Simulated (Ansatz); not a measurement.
# Graphite under r²SCAN: convergence with the plane-wave cutoff

A convergence test of the plane-wave cutoff. The geometry was relaxed under r²SCAN beforehand and stays fixed; 9 values are run, from 150 to 800 eV. Wanted are the values from which on the energy stays within 10 and 1 meV/atom, and the pressure within 0.5 GPa, of the last run. Within the series other settings stay, but some runs also write fields, which adds to their time. Spin polarisation is left out.

Program: Ansatz 0.2.0. Level of theory: DFT r²SCAN, plane waves with PAW, scalar-relativistic. These are calculated values, not measurements.

### Step 1. Starting point

The structure is hexagonal, space group P6_3/mmc (No. 194). The conventional cell has a = 2.456 Å, b = 2.456 Å, c = 7.011 Å, α = 90.00°, β = 90.00°, γ = 120.00°. Around C (site symmetry -6m2) lie 3 C at 1.42 Å.

As a file:

```
CELL_PARAMETERS angstrom
2.45591 0.00000 0.00000
-1.22796 2.12688 0.00000
0.00000 0.00000 7.01063
ATOMIC_POSITIONS crystal
C 0.00000 0.00000 0.25000
C 0.00000 0.00000 0.75000
C 0.33333 0.66667 0.25000
C 0.66667 0.33333 0.75000
```

### Step 2. The usual settings first

input.yaml

```yaml
crystal:
  lattice:
    - [2.455913445, 0.0, 0.0]
    - [-1.2279567225, 2.1268834329, 0.0]
    - [0.0, 0.0, 7.0106290262]
  atoms:
    - { symbol: C, position: [1.0, 1.0, 0.25] }
    - { symbol: C, position: [0.0, 0.0, 0.75] }
    - { symbol: C, position: [0.3333333333, 0.6666666667, 0.25] }
    - { symbol: C, position: [0.6666666667, 0.3333333333, 0.75] }
hamiltonian:
  xc: r2scan
  pseudopotentials:
    kind: paw
    azcp:
      C: "pseudopotentials/C.paw.azcp"
basis:
  ecutwfc: 500
  fft_grid_basis: typed
kpoints:
  mp_grid: { grid: [14, 14, 4], shift: [0, 0, 0] }
magnetization:
  spin_polarized: false
scf:
  occupations: { method: fermi_dirac, width: 0.05 }
  lower_state_search: "off"
output:
  stress: true
```

Run with:

```sh
$ ansatz run input.yaml --threads 2 --pin off --max-ram 5120MiB --backend cpu --events-out ev --progress --plain --runs-dir out
```

### Step 3. With a cutoff of 150 eV

The run at 150 eV.

Changes to input.yaml since step 2:

```diff
@@ -17,6 +17,6 @@
 basis:
-  ecutwfc: 500
+  ecutwfc: 150
   fft_grid_basis: typed
 kpoints:
-  mp_grid: { grid: [14, 14, 4], shift: [0, 0, 0] }
+  mp_grid: { grid: [15, 15, 5], shift: [0, 0, 0] }
 magnetization:
```

### Step 4. With a cutoff of 200 eV

The run at 200 eV.

Changes to input.yaml since step 3:

```diff
@@ -17,3 +17,3 @@
 basis:
-  ecutwfc: 150
+  ecutwfc: 200
   fft_grid_basis: typed
@@ -28 +28,5 @@
   stress: true
+  write_density: true
+  write_potential: true
+  elf: true
+  volumetric_format: npy
```

### Step 5. With a cutoff of 250 eV

The run at 250 eV.

Changes to input.yaml since step 4:

```diff
@@ -17,3 +17,3 @@
 basis:
-  ecutwfc: 200
+  ecutwfc: 250
   fft_grid_basis: typed
@@ -28,5 +28 @@
   stress: true
-  write_density: true
-  write_potential: true
-  elf: true
-  volumetric_format: npy
```

### Step 6. With a cutoff of 300 eV

The run at 300 eV.

Changes to input.yaml since step 5:

```diff
@@ -17,3 +17,3 @@
 basis:
-  ecutwfc: 250
+  ecutwfc: 300
   fft_grid_basis: typed
```

### Step 7. With a cutoff of 350 eV

The run at 350 eV.

Changes to input.yaml since step 6:

```diff
@@ -17,3 +17,3 @@
 basis:
-  ecutwfc: 300
+  ecutwfc: 350
   fft_grid_basis: typed
```

### Step 8. With a cutoff of 420 eV

The run at 420 eV.

Changes to input.yaml since step 7:

```diff
@@ -17,3 +17,3 @@
 basis:
-  ecutwfc: 350
+  ecutwfc: 420
   fft_grid_basis: typed
```

### Step 9. With a cutoff of 500 eV

The run at 500 eV.

Changes to input.yaml since step 8:

```diff
@@ -17,3 +17,3 @@
 basis:
-  ecutwfc: 420
+  ecutwfc: 500
   fft_grid_basis: typed
```

### Step 10. With a cutoff of 600 eV

The run at 600 eV.

Changes to input.yaml since step 9:

```diff
@@ -17,3 +17,3 @@
 basis:
-  ecutwfc: 500
+  ecutwfc: 600
   fft_grid_basis: typed
```

### Step 11. With a cutoff of 800 eV

The run at 800 eV.

Changes to input.yaml since step 10:

```diff
@@ -17,3 +17,3 @@
 basis:
-  ecutwfc: 600
+  ecutwfc: 800
   fft_grid_basis: typed
```

(Steps that only read results are left out.)

**Question.** What will these runs give?

The runs gave:

| quantity | value |
| --- | --- |
| E(σ → 0) stays within 10 meV/atom of 800 eV | from 420 eV on |
| E(σ → 0) stays within 1 meV/atom | not reached before 800 eV |
| pressure stays within 0.5 GPa | from 350 eV on |
| pressure at 800 eV | -0.05 GPa |
| CPU time, dearest over cheapest | 5.8 |
| run at the usual settings (mesh 14×14×4 against the series' 15×15×5, 500 eV) | +1.6 meV/atom from 800 eV, 0.01 GPa |

At 150 eV the energy differs by +4094 meV/atom and the pressure by +3.0 GPa. The energy falls at each step up in cutoff, as the variational principle asks. The total energy has not settled to 1 meV/atom before the last cutoff. The cell taken over is 4 % larger than the measured one (8.82 Å³/atom, COD).
